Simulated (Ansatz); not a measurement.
# AlNH (quartet): the correlation ladder, 6-31G

How much of the correlation energy of AlNH (quartet) does each wave-function method recover here?

The runs use Ansatz 0.2.0, Gaussian basis; 6-31G, core rule «outside noble gas», up to 6 orbitals frozen.

To be run: UHF; CCSD(T) on ROHF; CCSD(T) on UHF; BCCD(T) on ROHF; CISD; CCSDT(Q) on ROHF; CCSDT(Q) on UHF; CISDTQ; CCSDTQ on ROHF; CCSDTQ on UHF; CASSCF and MRCISD+Q, 9 electrons in 9 orbitals; CASSCF and NEVPT2, 9 electrons in 9 orbitals; Full CI.

15 further runs of the same task are left out: 5 that didn't finish, 10 set aside as unsound or not needed.

## 1. What is computed

The geometry is a PBE0/def2-TZVP stationary point (not a proven minimum) of the parent state, kept for this charge and spin.

3 atoms, charge 0, spin multiplicity 4.

Atoms are counted from 1 here; the program's logs count them from 0.

Bond lengths: Al1–N2 1.733 Å, Al1–H3 1.580 Å. Angles: N2–Al1–H3 180.0°.

Coordinates:

```xyz
3
AlHN
Al    0.00000    0.00000    0.05083
N     0.00000    0.00000   -1.68176
H     0.00000    0.00000    1.63093
```

## 2. UHF

Contents of in.yaml:

```yaml
crystal:
  periodic: [false, false, false]
  atoms:
    - {symbol: Al, position_ang: [0.000000, 0.000000, 0.050833]}
    - {symbol: N, position_ang: [0.000000, 0.000000, -1.681761]}
    - {symbol: H, position_ang: [0.000000, 0.000000, 1.630928]}
basis:
  gaussian: {orbitals: 6-31G}
magnetization: {spin_polarized: true, initial_magnetization: 3}
hamiltonian: {xc: hf}
output: {orbitals: {seedname: orbitals}}
```

Started as:

```console
$ ansatz run in.yaml --threads 1 --pin off --events-out ev --progress --plain --max-ram 2393MiB
```

Further steps of the session: CCSD(T) on ROHF; CCSD(T) on UHF; BCCD(T) on ROHF; CISD; CCSDT(Q) on ROHF; CCSDT(Q) on UHF; CISDTQ; CCSDTQ on ROHF; CCSDTQ on UHF; CASSCF and MRCISD+Q, 9 electrons in 9 orbitals; CASSCF and NEVPT2, 9 electrons in 9 orbitals; Full CI.

Q: Predict the results of all the runs planned. Wanted: FCI below the RHF energy; RMP2 from FCI; UMP2 from FCI; RCCSD from FCI; RCCSD(T) from FCI; UCCSD(T) from FCI; RCCSDT(Q) from FCI; UCCSDT(Q) from FCI; NEVPT2 valence from FCI.

As calculated:

```
                         quantity                                                                                        value
         FCI below the RHF energy                                                                                   -2.9378 eV
                    RMP2 from FCI                                                                                   +726.5 meV
                    UMP2 from FCI                                                                                   +712.8 meV
                   RCCSD from FCI                                                                                    +97.6 meV
                RCCSD(T) from FCI                                                                                    +26.0 meV
                UCCSD(T) from FCI                                                                                    +26.6 meV
               RCCSDT(Q) from FCI                                                                                     +0.7 meV
               UCCSDT(Q) from FCI                                                                                     -0.9 meV
          NEVPT2 valence from FCI                                                                                   +422.1 meV
        MRCISD+Q valence from FCI                                                                                    +94.6 meV
levels within 1 kcal/mol (43 meV)  RCCSD(T), UCCSD(T), BCCD(T), RCCSDT, UCCSDT, CISDTQ, RCCSDT(Q), UCCSDT(Q), RCCSDTQ, UCCSDTQ
                    T1 diagnostic                                                                                        0.028
   effectively unpaired electrons                                                                                         3.04
```

RCCSD(T) lands +26.0 meV from the yardstick (0.9 % of the correlation energy). One determinant dominates. Of the multireference levels listed MRCISD+Q valence comes nearest in total energy (+94.6 meV), which doesn't show that its space is the better one. Coupled cluster took another determinant than the lowest Hartree-Fock one. These misses are within one basis, not against nature; the frozen cores of restricted and unrestricted runs differ, which can shift their rows.
